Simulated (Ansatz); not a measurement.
Relaxation of CH$_{4}$BF (7 atoms, charge 0, multiplicity 1), to a largest force component of 0.03 eV/Å in at most 50 steps.

Theory: RKS PBE0-D4/def2-SVP in Ansatz 0.2.0.

```xyz
7
Properties=species:S:1:pos:R:3
B -0.886 0.088 0.637
H 1.468 0.009 0.980
F 1.569 -0.091 0.064
C -1.482 0.014 -0.777
H -1.995 -0.956 -0.910
H -2.223 0.823 -0.904
H -0.689 0.114 -1.536
```

Where does it end, and by what steps?

The run converged. The force dipped under the threshold on the way, but the program's further checks kept it going. After 22 steps the energy has fallen by 0.201 eV; F3 moved furthest, 1.31 Å.

| step | energy less start (eV) | largest force component (eV/Å) | accepted |
| --- | --- | --- | --- |
| 0 | 0.0000 | 0.319 | yes |
| 1 | -0.0502 | 1.524 | yes |
| 2 | -0.1159 | 1.033 | yes |
| 3 | -0.1579 | 0.269 | yes |
| 4 | -0.1667 | 0.208 | yes |
| 5 | -0.1726 | 0.207 | yes |
| 6 | -0.1733 | 0.412 | yes |
| 7 | -0.1811 | 0.090 | yes |
| 8 | -0.1806 | 0.170 | no |
| 9 | -0.1817 | 0.012 | yes |
| 10 | -0.1824 | 0.222 | yes |
| 11 | -0.1833 | 0.129 | yes |
| 12 | -0.1846 | 0.172 | yes |
| 13 | -0.1852 | 0.404 | yes |
| 14 | -0.1877 | 0.205 | yes |
| 15 | -0.1961 | 0.021 | yes |
| 16 | -0.1941 | 0.559 | no |
| 17 | -0.1978 | 0.107 | yes |
| 18 | -0.1972 | 0.440 | no |
| 19 | -0.1992 | 0.083 | yes |
| 20 | -0.2001 | 0.187 | yes |
| 21 | -0.2007 | 0.171 | yes |
| 22 | -0.2015 | 0.004 | yes |

```xyz
7
Properties=species:S:1:pos:R:3
B -0.313 0.002 -0.175
H 1.388 -0.029 0.755
F 2.228 -0.051 1.197
C -1.640 0.017 -0.918
H -2.161 -0.948 -0.775
H -2.277 0.833 -0.532
H -1.463 0.175 -1.998
```

Whether the end is a true minimum wasn't checked by a vibrational analysis.

The run took 38 s on 1 thread of Arm Neoverse V1 (shared host), peak memory 0.13 GiB.
